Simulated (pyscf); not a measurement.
**Addition across a multiple bond or ene-type step: H₂C=CH–C≡N + H₂ -> H₃C–CH₂–C≡N**

Gas phase, singlet surface, charge 0. Bonds broken: H8–H9. Bonds formed: C1–H8, C2–H9. Structures and frequencies: ωB97X-D3(BJ)/def2-SVP in PySCF.

Transition state (Å):

```xyz
9

C      0.3902     0.0394     1.1936
C     -0.6051     0.1942     0.1539
C     -0.5462    -0.6922    -0.9925
N     -0.4727    -1.3825    -1.9213
H      1.2320     0.7269     1.2821
H      0.6884    -0.9905     1.4753
H     -1.6255     0.5119     0.3589
H     -0.2859     1.2886     1.7137
H     -0.5161     1.6778     0.8491
```

One imaginary mode, 1905i cm⁻¹; descent along it reached the two sides named.

```csv
bond,change,reactant side (Å),saddle,product side
H8–H9,breaks,0.760,0.976,2.516
C1–H8,forms,3.5,1.513,1.100
C2–H9,forms,3.4,1.641,1.102
```

Electronic energies relative to the separated reactants (eV):

```json
[
 {"level": "ωB97X-D3(BJ)/def2-TZVP", "barrier": "3.86", "reaction energy": "-1.81", "reverse barrier": "5.67"},
 {"level": "PBE/def2-TZVP", "barrier": "3.37", "reaction energy": "-1.64", "reverse barrier": "5.01"},
 {"level": "r²SCAN/def2-TZVP", "barrier": "3.62", "reaction energy": "-1.69", "reverse barrier": "5.31"},
 {"level": "B3LYP-D3(BJ)/def2-TZVP", "barrier": "3.75", "reaction energy": "-1.60", "reverse barrier": "5.35"},
 {"level": "PBE0-D3(BJ)/def2-TZVP", "barrier": "3.59", "reaction energy": "-1.84", "reverse barrier": "5.43"},
 {"level": "M06-2X/def2-TZVP", "barrier": "3.91", "reaction energy": "-1.71", "reverse barrier": "5.62"},
 {"level": "ωB97M-D3(BJ)/def2-TZVP", "barrier": "3.77", "reaction energy": "-1.74", "reverse barrier": "5.50"},
 {"level": "HF/def2-TZVP", "barrier": "4.88", "reaction energy": "-1.71", "reverse barrier": "6.58"}
]
```

With ωB97M-D3(BJ)/def2-TZVP energies and thermal terms (ideal gas, 1 atm, RRHO with modes under 100 cm⁻¹ raised to 100, one conformer, R ln 2 for chiral ones without a mode under 150 cm⁻¹), in eV:

```
T (K)   ΔH‡   ΔG‡     ΔH     ΔG
-----  ----  ----  -----  -----
298    3.80  4.16  -1.44  -1.07
600    3.76  4.54  -1.49  -0.68
900    3.75  4.93  -1.50  -0.27
1200   3.75  5.33  -1.50  +0.15
```

From the product side, CH₃• + •H₂C–C≡N lies, by one bond made or cut, 1.58 eV under this saddle at ωB97M-D3(BJ)/def2-TZVP. The same reactants have a lower exit, to H₃C–CH=C=NH (barrier +2.42 eV at ωB97M-D3(BJ)/def2-TZVP, against +3.77 eV here). One saddle was located; it need not be the lowest between these sides.
